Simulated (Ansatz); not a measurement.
# CAlO: the cost of one run

Computed with Ansatz 0.2.0, Gaussian basis. Level: def2-QZVPP, core rule «outside noble gas», up to 7 orbitals frozen.

Plan: UHF; ROHF; CCSD(T) on UHF.

## 1. The system

The geometry is a PBE0/def2-TZVP stationary point (not a proven minimum) of the parent state, kept for this charge and spin.

3 atoms, charge 0, spin multiplicity 2.

Atoms are counted from 1 here; the program's logs count them from 0.

Bond lengths: Al1–O2 1.815 Å, O2–C3 1.176 Å. Angles: Al1–O2–C3 180.0°.

Geometry (Å):

```xyz
3
CAlO
Al    0.00000    0.00000    1.60220
O     0.00000    0.00000   -0.21320
C     0.00000    0.00000   -1.38900
```

## 2. UHF

in.yaml reads:

```yaml
crystal:
  periodic: [false, false, false]
  atoms:
    - {symbol: Al, position_ang: [0.000000, 0.000000, 1.602200]}
    - {symbol: O, position_ang: [0.000000, 0.000000, -0.213200]}
    - {symbol: C, position_ang: [0.000000, 0.000000, -1.389000]}
basis:
  gaussian: {orbitals: "def2-QZVPP.json"}
magnetization: {spin_polarized: true, initial_magnetization: 1}
hamiltonian: {xc: hf}
output: {orbitals: {seedname: orbitals}}
```

Command:

```
$ ansatz run in.yaml --threads 1 --pin off --events-out ev --progress --plain --max-ram 2393MiB
```

Q: Estimate wall time and peak memory on 1 thread of Intel Xeon at 2.60GHz, shared host.

About 10 s, with a peak of 0.42 GiB.
